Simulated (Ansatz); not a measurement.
Rock-salt ZrC, relaxed in Ansatz (plane waves) with several semilocal functionals. Each gives its own volume and its own bulk modulus:

| level | V0 (Å³/atom) | bulk modulus (GPa) | ln V0 | ln B0 |
|---|---|---|---|---|
| LDA | 12.501 | 246.9 | 2.5258 | 5.5090 |
| PBEsol | 12.723 | 236.0 | 2.5434 | 5.4638 |
| r²SCAN | 13.073 | 229.8 | 2.5705 | 5.4372 |

Fit a straight line to ln B0 against ln V0. What does it predict for PBE, whose volume is 13.051 Å³/atom?

With x = ln V0 and y = ln B0: means 2.54657 and 5.47000; Σ(Δx Δy) = -0.001575, Σ(Δx²) = 0.001014, so the slope is -1.55. At x = 2.5689 the line gives y = 5.47000 + (-1.55) × (2.5689 − 2.54657) = 5.4354, or 229.4 GPa. The run with PBE gives 222.1 GPa, -3.2 % from the line. The rows used scatter about it by up to 1.1 %, while the largest value lies 7 % above the smallest. For comparison, PBE's own equation of state has B′ = 4.0, the slope −d ln B/d ln V at a fixed functional; the two needn't agree, since functionals also differ at one volume.

Measured: 223 GPa (measured, temperature not stated, no zero-point or thermal correction, from single-crystal elastic constants, our sources range from 208 to 223; as tabulated in arXiv:1102.4063).

Ansatz's density-functional and Hartree–Fock values are scalar-relativistic unless marked +SOC, with PAW data made under PBE.

Ansatz is an electronic-structure program.
